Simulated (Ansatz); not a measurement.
# B2H4O: taking an electron away

Aim: the vertical ionisation energy of B2H4O, as cation minus neutral at the neutral's geometry, on several levels, and how well −ε(HOMO) stands in for it.

Computed with Ansatz 0.2.0, Gaussian basis. Level: unrestricted cation, the program's frozen cores in correlated methods.

Plan: UKS PBE-D4/def2-TZVPP; UKS r2SCAN-D4/def2-TZVPP; UKS PBE0-D4/def2-TZVPP; UKS B3LYP-D4/def2-TZVPP; UKS wB97X-V/def2-TZVPP; UKS wB97M-V/def2-TZVPP; UKS B2PLYP/def2-TZVPP; UHF-CCSD(T)/def2-TZVPP; UHF-MP2/def2-QZVPP; extrapolation to the limit; then −ε(HOMO) from the neutral's earlier runs with LDA (SPW92), PBE-D4, revPBE-D4, BLYP-D4, r2SCAN-D4, B97M-V, PBE0-D4, B3LYP-D4, r2SCANh-D4, r2SCAN0-D4, HSE06-D4, BHLYP-D4, CAM-B3LYP-D4, LC-ωPBE, ωB97X-V, ωB97M-V.

**1. The relaxed structure**

All runs share one geometry, relaxed beforehand with PBE0-D4 in a triple-zeta def2 set.

SMILES `BOB`, 7 atoms, charge 0, spin multiplicity 1.

Atoms are counted from 1 here; the program's logs count them from 0.

Bond lengths: B1–O2 1.365 Å, B1–H4 1.199 Å, B1–H5 1.196 Å, O2–B3 1.365 Å, B3–H6 1.196 Å, B3–H7 1.199 Å. Angles: O2–B1–H4 119.7°, O2–B1–H5 117.4°, H4–B1–H5 122.9°, B1–O2–B3 124.6°, O2–B3–H6 117.4°, O2–B3–H7 119.7°, H6–B3–H7 122.9°.

**2. Cation, UKS PBE-D4/def2-TZVPP**

File in.yaml:

```yaml
crystal:
  periodic: [false, false, false]
  atoms:
    - {symbol: B, position_ang: [-1.059763, 0.214347, -0.528894]}
    - {symbol: O, position_ang: [-0.163257, 0.458586, 0.471655]}
    - {symbol: B, position_ang: [1.049218, -0.157401, 0.593875]}
    - {symbol: H, position_ang: [-0.796746, -0.590791, -1.377960]}
    - {symbol: H, position_ang: [-2.085768, 0.827796, -0.510366]}
    - {symbol: H, position_ang: [1.734628, 0.155936, 1.521984]}
    - {symbol: H, position_ang: [1.382989, -0.976672, -0.215894]}
basis:
  gaussian: {orbitals: def2-TZVPP}
total_charge: 1
magnetization: {spin_polarized: true, initial_magnetization: 1}
hamiltonian: {xc: pbe, dispersion: d4}
```

Started as:

```console
$ ansatz run in.yaml --threads 4 --pin off --events-out ev --progress --plain --max-ram 10444MiB
```

Further steps of the session: Cation, UKS r2SCAN-D4/def2-TZVPP; Cation, UKS PBE0-D4/def2-TZVPP; Cation, UKS B3LYP-D4/def2-TZVPP; Cation, UKS wB97X-V/def2-TZVPP; Cation, UKS wB97M-V/def2-TZVPP; Cation, UKS B2PLYP (frozen core)/def2-TZVPP; Cation, UHF-CCSD(T)/def2-TZVPP; Cation, UHF-MP2/def2-QZVPP.

Before running them: what should the planned runs give, taken together? Wanted: ionisation energy, CCSD(T)/CBS; nearest functional by difference; nearest −ε(HOMO); −ε(HOMO) of PBE; T1 of the cation.

The runs gave:

```
                        quantity               value
  ionisation energy, CCSD(T)/CBS            11.72 eV
nearest functional by difference  ωB97X-V (-0.35 eV)
                nearest −ε(HOMO)  LC-ωPBE (-0.22 eV)
                 −ε(HOMO) of PBE             7.19 eV
                T1 of the cation               0.050
```

Energy differences with functionals land within 1.04 eV of the reference. −ε(HOMO) of PBE misses by 4.5 eV, since self-interaction lifts the level. Among orbital estimates LC-ωPBE comes nearest. Hartree-Fock falls 0.84 eV short, as the neutral has more correlation energy than the cation. The cation's T1 (from the report) is 0.050, above the customary mark of 0.045 for open shells, so the coupled-cluster value is less safe.
